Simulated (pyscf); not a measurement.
Single points on ωB97X-D3(BJ)/def2-SVP structures (PySCF, gas phase).

Q: For the elementary gas-phase step •H₂Si–Cl + ammonia (NH₃) → :HSi–Cl [singlet] + hydrogen (H₂) + amino radical (NH₂•) (doublet surface; H–Si, H–N broken, H–H formed), what barrier and reaction energy does M06-2X/def2-TZVP give, measured from the separated reactants?

A: ΔE‡ = 3.39 eV, ΔE = +3.04 eV. ωB97M-D3(BJ)/def2-TZVP gives 3.20 eV and +2.91 eV. Zero-point energy shifts the barrier by -0.25 eV. It is a concerted fragmentation, with an imaginary mode of 1156i cm⁻¹. The same reactants have a lower exit, to H₂N–SiH₂• + HCl (barrier +0.56 eV at ωB97M-D3(BJ)/def2-TZVP, against +3.20 eV here). This is the saddle that the search found; another between the same sides may lie lower.
